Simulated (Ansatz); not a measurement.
# CHF+ (doublet): wave-function methods side by side, def2-TZVPP

The task here is to estimate one member of a computed series from the others.

Computed with Ansatz 0.2.0, Gaussian basis. Level: def2-TZVPP, core rule «outside noble gas», up to 2 orbitals frozen.

Plan: UHF; ROHF; CCSD(T) on UHF.

2 further runs of the same task are left out: 2 set aside as unsound or not needed.

### The system

The geometry is a PBE0/def2-TZVP stationary point (not a proven minimum) of the parent state, kept for this charge and spin.

3 atoms, charge 1, spin multiplicity 2.

Atoms are counted from 1 here; the program's logs count them from 0.

Bond lengths: C1–F2 1.301 Å, C1–H3 1.126 Å. Angles: F2–C1–H3 102.3°.

The first run:

File in.yaml:

```yaml
crystal:
  periodic: [false, false, false]
  atoms:
    - {symbol: C, position_ang: [0.000000, -0.163885, 0.747173]}
    - {symbol: F, position_ang: [0.000000, 0.056933, -0.534482]}
    - {symbol: H, position_ang: [0.000000, 0.879752, 1.170931]}
basis:
  gaussian: {orbitals: def2-TZVPP}
total_charge: 1
magnetization: {spin_polarized: true, initial_magnetization: 1}
hamiltonian: {xc: hf}
output: {orbitals: {seedname: orbitals}}
```

On the command line:

```bash
ansatz run in.yaml --threads 1 --pin off --events-out ev --progress --plain --max-ram 4096MiB --backend cpu
```

Among the steps run: UHF; ROHF; CCSD(T) on UHF.

One table of the session follows, with a row left open; its other results are not shown here.

| method | from UCCSD(T) (meV) |
| --- | --- |
| ROHF | +10524.3 |
| UHF | ? |
| UMP2 | +724.5 |
| UCCSD | +403.9 |
| UCCSD(T) | 0 |

Q: Estimate the row for UHF from the others.

The run gave: from UCCSD(T) (meV): +10442.7. In the column «from UCCSD(T) (meV)» it lies between UMP2 (+724.5) and ROHF (+10524.3).
